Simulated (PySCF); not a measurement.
**Bond curve of MgP**

Set-up: basis Mg x2c-TZVPPall, P x2c-TZVPPall; spin-free X2C with a Gaussian nucleus; PySCF 2.14. Energies in eV from Mg + P in their ground configurations at the same level. State: ⁴Σ⁻ (quartet), unpaired electrons σ ↑, π ↑↑.

All columns are TPSS. A positive dipole means Mg(−)P(+).

| R (Å) | E (eV) | μ (D) | Mulliken charge on Mg (basis-dependent) | HOMO (eV) | LUMO (eV) | Mayer bond order | ⟨S²⟩ |
| --- | --- | --- | --- | --- | --- | --- | --- |
| 2.187 | -0.434 | -0.99 | 0.31 | -4.08 | -4.08 | 1.04 | 3.75 |
| 2.289 | -0.719 | -1.21 | 0.31 | -4.15 | -3.92 | 1.02 | 3.76 |
| 2.390 | -0.875 | -1.43 | 0.31 | -4.23 | -3.78 | 1.00 | 3.76 |
| 2.467 | -0.931 | -1.58 | 0.31 | -4.28 | -3.69 | 0.98 | 3.76 |
| 2.543 | -0.950 | -1.72 | 0.31 | -4.33 | -3.60 | 0.95 | 3.76 |
| 2.619 | -0.940 | -1.85 | 0.31 | -4.38 | -3.52 | 0.93 | 3.76 |
| 2.721 | -0.895 | -2.00 | 0.30 | -4.44 | -3.43 | 0.90 | 3.76 |
| 2.848 | -0.809 | -2.14 | 0.29 | -4.52 | -3.34 | 0.85 | 3.76 |
| 3.001 | -0.685 | -2.22 | 0.26 | -4.61 | -3.27 | 0.79 | 3.77 |
| 3.204 | -0.519 | -2.18 | 0.21 | -4.71 | -3.30 | 0.68 | 3.77 |

A fit through these points gives, at Re = 2.550 Å, μ = -1.74 D and dμ/dR = -1.77 D/Å; the reduced mass is 13.52 u.

**Question.** How strong is the fundamental in the double-harmonic approximation, I = 42.26·(dμ/dR)²/μred km/mol?

**Answer.** I = 42.26·(-1.77)²/13.52 = 9.79 km/mol at TPSS.

The state is the lowest determinant that a PBE0 search found; another state may lie lower at other levels.
